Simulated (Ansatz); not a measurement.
TlGaTe2 (I4/mcm, No. 140), treated with LDA in Ansatz (PAW).

Numerical settings: plane-wave cutoff 520 eV, 6×6×6 k mesh, Fermi–Dirac smearing 0.01 eV, scalar-relativistic PAW data made under PBE.

Cell (measured lattice):

```xyz
8
Lattice="-4.2145 4.2145 3.4325 4.2145 -4.2145 3.4325 4.2145 4.2145 -3.4325" Properties=species:S:1:pos:R:3 pbc="T T T"
Ga     0.0000     4.2145     1.7163
Ga     4.2145     0.0000     1.7163
Te     1.4329     5.6474     0.0000
Te     2.7816     1.4329     0.0000
Te     2.7816    -1.4329     3.4325
Te     1.4329     2.7816     3.4325
Tl     0.0000     0.0000     1.7163
Tl     0.0000     0.0000     5.1487
```

Problem. Predict the band gap, smallest direct gap on the k points sampled and Γ–Γ gap.

Solution. 
band gap: 0.22 eV
smallest direct gap on the k points sampled: 0.37 eV
Γ–Γ gap: 2.91 eV

Measured, for comparison: band gap 0.84 eV (temperature not stated, not corrected to a static lattice, thermal gap, our sources range from 0.84 to 1.20; as tabulated in arXiv:0804.1639).

Note: cell and atoms aren't relaxed at this level (pressure -2.2 GPa).

Spin–orbit coupling is not included; it can close the smallest gap of 0.22 eV.

Static lattice: no zero-point or thermal effects.

Computing time: very roughly 40 core-seconds.

Ansatz is a quantum-chemistry and plane-wave program.
